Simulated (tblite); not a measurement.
# CH4BrO: the cost of one run

Programs: tblite 0.8.0 and PySCF 2.14.0. All values are calculated, for the isolated system unless a continuum is named. Atoms count from 0, parts from 1.

## Step 1: Starting point

7 atoms, charge -1, multiplicity 1; geometry: rigid parts in contact. Parts: 1 = atoms 0–4, `CBr`, charge 0; 2 = atoms 5–6, `[OH-]`, charge -1.

## Step 2: Search for minima with GFN2-xTB

Job settings and geometry (Å):

```
{"job": {"kind": "dock", "xc": "GFN2-xTB", "basis": "xTB"}, "charge": -1, "multiplicity": 1, "parts": [{"atoms": "0-4", "charge": 0, "multiplicity": 1}, {"atoms": "5-6", "charge": -1, "multiplicity": 1}]}
C     -0.185375    -0.000015     0.007578
Br     1.750530     0.000125    -0.071433
H     -0.554364    -0.647521    -0.781056
H     -0.528292     1.019135    -0.137788
H     -0.482500    -0.371723     0.982699
O     -2.261756    -1.240182     0.386029
H     -3.132067    -0.819605     0.540160
```

Method: GFN2-xTB search for minima from random contacts, gas phase.

The run is started by

```bash
$ OMP_NUM_THREADS=1 python cluster_run.py task.json out
```

One launch serves the whole session: the jobs run in the order shown.

Q: Estimate the wall time of this first job on 1 thread of Arm Neoverse V1, shared host.

About 1.5 s.
